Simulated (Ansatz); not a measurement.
One stationary structure of ZrSe$_{2}$. Level of theory: PBEsol (plane waves to 420 eV, PAW, scalar-relativistic; Ansatz, a quantum-chemistry and plane-wave program).

```
CELL_PARAMETERS angstrom
      3.22835    -1.86394     0.00000
      3.22835     1.86394     0.00000
     -0.00360     0.00000     6.13515
ATOMIC_POSITIONS crystal
  Zr 0.00000 0.00000 0.50000
  Se 0.33320 0.33320 0.24108
  Se 0.66680 0.66680 0.75892
```

Problem. Find the space group and the Wyckoff positions (tolerance 0.01 Å).

Solution. Space group P-3m1 (No. 164); a = 3.728 Å, b = 3.728 Å, c = 6.135 Å, α = 90.00°, β = 90.00°, γ = 120.00°

```tsv
atom	site	symmetry	x	y	z
Zr	1b	-3m.	0.0000	0.0000	0.5000
Se	2d	3m.	0.6667	0.3333	0.2411
```

This is the CdI2 type.

Problem. Give the shortest distances between elements (the closest pairs, up to four, under 3.6 Å).

Solution. Se–Zr 2.67 Å.

```json
{
 "volume_per_atom": "24.61 Å³",
 "band_gap": "0.08 eV (no spin-orbit coupling)",
 "bonded_framework": "layers (metal–metal contacts counted)"
}
```

No spin polarisation in the result. Without a van der Waals term the distances between weakly bound units are poorly fixed.

Measured for ZrSe2: a 3.77 Å (as listed in Torbjörn Björkman, The Journal of Chemical Physics (2014)); c 6.122 Å (corrected from measurement; as listed in Torbjörn Björkman, The Journal of Chemical Physics (2014)). Computed minus measured — a: PBEsol -1.1 %; c: PBEsol +0.2 %. The computed values are for a static lattice.

The run could not lose the symmetry of its start; a randomly shaken copy of 6 atoms returns to this structure.

Without dispersion the volume is uncertain too.
